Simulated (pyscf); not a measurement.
**Four-centre exchange: `[OH2]` + `[OH][Ga]([OH])[OH]` → `[OH][Ga]([OH])[OH]` + `[OH2]`**

Gas phase, singlet surface, charge 0. Bonds broken: O1–H9, Ga2–O8. Bonds formed: O1–Ga2, O8–H9. Structures and frequencies: ωB97X-D3(BJ)/def2-SVP in PySCF.

Transition state (Å):

```xyz
10

O      0.0688    -0.1857     1.1609
Ga    -0.8702     0.0765    -0.5231
O     -0.8990    -1.5096    -1.3475
O     -2.1865     1.2865    -0.5141
H      0.4264    -1.0703     1.3091
H     -1.2760    -1.4956    -2.2330
H     -3.0658     0.9228    -0.3683
O      0.8003     1.0683    -0.6281
H      0.7855     0.5394     0.4788
H      0.7196     2.0303    -0.6088
```

One imaginary mode, 1004i cm⁻¹; descent along it reached the two sides named, in the forms told below.

```json
[
 {"bond": "O1–H9", "change": "breaks", "reactant side (Å)": "0.972", "saddle": "1.227", "product side": "2.449"},
 {"bond": "Ga2–O8", "change": "breaks", "reactant side (Å)": "1.802", "saddle": "1.946", "product side": "2.106"},
 {"bond": "O1–Ga2", "change": "forms", "reactant side (Å)": "2.107", "saddle": "1.946", "product side": "1.802"},
 {"bond": "O8–H9", "change": "forms", "reactant side (Å)": "2.460", "saddle": "1.227", "product side": "0.972"}
]
```

Electronic energies relative to the separated reactants (kJ/mol):

```json
[
 {"level": "ωB97X-D3(BJ)/def2-TZVP", "barrier": "-33.6", "reaction energy": "0.0", "reverse barrier": "-33.6"},
 {"level": "PBE/def2-TZVP", "barrier": "-34.4", "reaction energy": "0.0", "reverse barrier": "-34.4"},
 {"level": "r²SCAN/def2-TZVP", "barrier": "-43.6", "reaction energy": "0.0", "reverse barrier": "-43.6"},
 {"level": "B3LYP-D3(BJ)/def2-TZVP", "barrier": "-28.7", "reaction energy": "0.0", "reverse barrier": "-28.7"},
 {"level": "PBE0-D3(BJ)/def2-TZVP", "barrier": "-37.7", "reaction energy": "0.0", "reverse barrier": "-37.7"},
 {"level": "M06-2X/def2-TZVP", "barrier": "-46.6", "reaction energy": "0.0", "reverse barrier": "-46.6"},
 {"level": "ωB97M-D3(BJ)/def2-TZVP", "barrier": "-29.4", "reaction energy": "0.0", "reverse barrier": "-29.4"},
 {"level": "HF/def2-TZVP", "barrier": "12.4", "reaction energy": "0.0", "reverse barrier": "12.4"}
]
```

With ωB97M-D3(BJ)/def2-TZVP energies and thermal terms (ideal gas, 1 atm, RRHO with modes under 100 cm⁻¹ raised to 100, one conformer, R ln 2 for chiral ones without a mode under 150 cm⁻¹), in kJ/mol:

```json
[
 {"T (K)": "298", "ΔH‡": "-34.6", "ΔG‡": "9.0", "ΔH": "0.0", "ΔG": "0.0"},
 {"T (K)": "600", "ΔH‡": "-34.1", "ΔG‡": "53.1", "ΔH": "0.0", "ΔG": "0.0"},
 {"T (K)": "900", "ΔH‡": "-31.6", "ΔG‡": "96.3", "ΔH": "0.0", "ΔG": "0.0"},
 {"T (K)": "1200", "ΔH‡": "-28.3", "ΔG‡": "138.4", "ΔH": "0.0", "ΔG": "0.0"}
]
```

On the reactant side the descent ends in an adduct with a Ga–O contact, 76.5 kJ/mol under the separated species and 42.9 kJ/mol under the saddle at ωB97X-D3(BJ)/def2-TZVP. On the product side the descent ends in an adduct with a Ga–O contact, 76.5 kJ/mol under the separated species and 42.9 kJ/mol under the saddle at ωB97X-D3(BJ)/def2-TZVP. At ωB97X-D3(BJ), PBE, r²SCAN, B3LYP-D3(BJ), PBE0-D3(BJ), M06-2X, ωB97M-D3(BJ) the saddle lies under the separated reactants, which points to a path from their complex (located at ωB97X-D3(BJ) alone). At ωB97X-D3(BJ), PBE, r²SCAN, B3LYP-D3(BJ), PBE0-D3(BJ), M06-2X, ωB97M-D3(BJ) the saddle lies under the separated products, which points to a path from their complex (located at ωB97X-D3(BJ) alone). What is counted as formed (Ga–O) is already present as a longer contact in the reactant adduct; forming that adduct is a step of its own. What is counted as broken (Ga–O) persists as a longer contact in the product adduct; parting that adduct is a step of its own. This is the saddle that the search found; another between the same sides may lie lower. Elements up to Kr have no core potential and no relativistic terms here.
